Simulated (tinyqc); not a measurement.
RHF in the sto-3g basis, for CH3-, spin multiplicity 1, step by step. The basis has no diffuse functions, so it cannot describe the extra electron: this is an exercise in the method, not the real anion. One step of it, computed by the program tinyqc.

Problem. Iteration 7 (converged): orbitals. Diagonalise F' = X^T F X, C = X C', fill 5 alpha and 5 beta electrons from the bottom; D = 2 C_occ C_occ^T. Each column has its largest component positive (the first on a tie).

converged F (hartree):
```
             1C 1s      1C 2s     1C 2px     1C 2py    1C 2pz      2H 1s      3H 1s      4H 1s
1C 1s   -10.349083  -2.818498  -0.000003   0.000000  0.004470  -0.819975  -0.819547  -0.819547
1C 2s    -2.818498  -1.009697  -0.000092   0.000000  0.014330  -0.545904  -0.545730  -0.545730
1C 2px   -0.000003  -0.000092   0.222057   0.000000  0.000008  -0.229308   0.114615   0.114615
1C 2py    0.000000   0.000000   0.000000   0.222098  0.000000   0.000000  -0.198582   0.198582
1C 2pz    0.004470   0.014330   0.000008   0.000000  0.227487   0.017454   0.017450   0.017450
2H 1s    -0.819975  -0.545904  -0.229308   0.000000  0.017454  -0.143764  -0.197338  -0.197338
3H 1s    -0.819547  -0.545730   0.114615  -0.198582  0.017450  -0.197338  -0.143568  -0.197228
4H 1s    -0.819547  -0.545730   0.114615   0.198582  0.017450  -0.197338  -0.197228  -0.143568
```

X:
```
            1C 1s      1C 2s     1C 2px     1C 2py     1C 2pz      2H 1s      3H 1s      4H 1s
1C 1s    1.028633  -0.171430  -0.000007   0.000000   0.001959   0.026176   0.026174   0.026174
1C 2s   -0.171430   1.527467   0.000148   0.000000  -0.023467  -0.388442  -0.388223  -0.388223
1C 2px  -0.000007   0.000148   1.227836   0.000000  -0.000008  -0.390703   0.195235   0.195235
1C 2py   0.000000   0.000000   0.000000   1.227821   0.000000   0.000000  -0.338258   0.338258
1C 2pz   0.001959  -0.023467  -0.000008   0.000000   1.001094   0.018173   0.018160   0.018160
2H 1s    0.026176  -0.388442  -0.390703   0.000000   0.018173   1.323424  -0.039183  -0.039183
3H 1s    0.026174  -0.388223   0.195235  -0.338258   0.018160  -0.039183   1.323198  -0.039188
4H 1s    0.026174  -0.388223   0.195235   0.338258   0.018160  -0.039183  -0.039188   1.323198
```

Give: F' = X^T F X; orbital energies; coefficients C; D after iteration 7.

Solution.

F' = X^T F X (hartree):
```
          1        2        3        4        5        6        7        8
1  -10.1047  -1.5868   0.0000   0.0000   0.0073  -0.1432  -0.1431  -0.1431
2   -1.5868   0.1877   0.0001   0.0000  -0.0241  -0.4802  -0.4800  -0.4800
3    0.0000   0.0001   0.6770   0.0000   0.0000  -0.5712   0.2855   0.2855
4    0.0000   0.0000   0.0000   0.6770   0.0000   0.0000  -0.4946   0.4946
5    0.0073  -0.0241   0.0000   0.0000   0.2296   0.0267   0.0267   0.0267
6   -0.1432  -0.4802  -0.5712   0.0000   0.0267   0.4393  -0.0774  -0.0774
7   -0.1431  -0.4800   0.2855  -0.4946   0.0267  -0.0774   0.4391  -0.0773
8   -0.1431  -0.4800   0.2855   0.4946   0.0267  -0.0774  -0.0773   0.4391
```

orbital energies (hartree): MO1 -10.3566, MO2 -0.4259, MO3 -0.1073, MO4 -0.1073, MO5 0.2274, MO6 1.1522, MO7 1.3008, MO8 1.3008

coefficients C:
```
            MO1      MO2      MO3      MO4      MO5      MO6      MO7      MO8
1C 1s    0.9918  -0.2122   0.0000   0.0000  -0.0163  -0.2462   0.0000  -0.0003
1C 2s    0.0385   0.5436   0.0000  -0.0001   0.0760   1.5851   0.0000   0.0023
1C 2px   0.0000   0.0001   0.0000   0.4602   0.0000  -0.0014   0.0000   1.2348
1C 2py   0.0000   0.0000   0.4602   0.0000   0.0000   0.0000   1.2347   0.0000
1C 2pz  -0.0010  -0.0188   0.0000   0.0000   0.9974  -0.0923   0.0000  -0.0001
2H 1s   -0.0079   0.2666   0.0000   0.5702  -0.0164  -0.7715   0.0000  -1.0331
3H 1s   -0.0079   0.2665   0.4938  -0.2852  -0.0164  -0.7732  -0.8936   0.5149
4H 1s   -0.0079   0.2665  -0.4938  -0.2852  -0.0164  -0.7732   0.8936   0.5149
```

D after iteration 7:
```
          1C 1s    1C 2s   1C 2px   1C 2py   1C 2pz    2H 1s    3H 1s    4H 1s
1C 1s    2.0578  -0.1568   0.0000   0.0000  -0.0266  -0.1283  -0.1283  -0.1283
1C 2s   -0.1568   0.6055   0.0000   0.0000   0.1311   0.2866   0.2867   0.2867
1C 2px   0.0000   0.0000   0.4236   0.0000   0.0000   0.5249  -0.2625  -0.2625
1C 2py   0.0000   0.0000   0.0000   0.4236   0.0000   0.0000   0.4545  -0.4545
1C 2pz  -0.0266   0.1311   0.0000   0.0000   1.9904  -0.0428  -0.0428  -0.0428
2H 1s   -0.1283   0.2866   0.5249   0.0000  -0.0428   0.7931  -0.1824  -0.1824
3H 1s   -0.1283   0.2867  -0.2625   0.4545  -0.0428  -0.1824   0.7931  -0.1823
4H 1s   -0.1283   0.2867  -0.2625  -0.4545  -0.0428  -0.1824  -0.1823   0.7931
```
